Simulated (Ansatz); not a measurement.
Species: dihydrogen, H₂ (charge 0, singlet). 
Coordinates optimised at B3LYP-D3(BJ)/def2-TZVP (Ansatz, a program for electronic structure):
```xyz
2

H      0.0000     0.0000    -0.3720
H      0.0000     0.0000     0.3720
```

Quantity: atomisation energy (electronic, to ground-state atoms), in kcal/mol. UHF or UKS for open shells. No spin-orbit coupling. No relativistic terms. CBS(X,Y): correlation extrapolated as X^-3; Hartree-Fock from the larger set (for Q and 5 zeta extrapolated as (X+1)exp(-9√X)).

```tsv
level	program	atomisation energy (kcal/mol)
SVWN5/def2-TZVPD	Ansatz	(withheld)
BLYP-D4/def2-TZVPD	Ansatz + dftd4	109.4
revPBE-D4/def2-TZVPD	Ansatz + dftd4	105.7
HSE06/def2-TZVPD	Ansatz	104.3
LC-wPBE/def2-TZVPD	Ansatz	104.1
B2PLYP/def2-TZVPD	Ansatz	107.5
RPA@PBE/cc-pVTZ	Ansatz	(withheld)
SCS-MP2/cc-pVTZ	Ansatz	107.5
CCSD/6-31G*	Ansatz	(withheld)
CCSD/aug-cc-pVQZ	Ansatz	(withheld)
CCSD(T)/CBS(cc-pVQZ,cc-pV5Z)	Ansatz	109.5
```

**Question.** What belongs in the gaps?

**Answer.** 
- SVWN5/def2-TZVPD, atomisation energy (kcal/mol): 112.9
- RPA@PBE/cc-pVTZ, atomisation energy (kcal/mol): 108.2
- CCSD/6-31G*, atomisation energy (kcal/mol): 97.4
- CCSD/aug-cc-pVQZ, atomisation energy (kcal/mol): 109.2
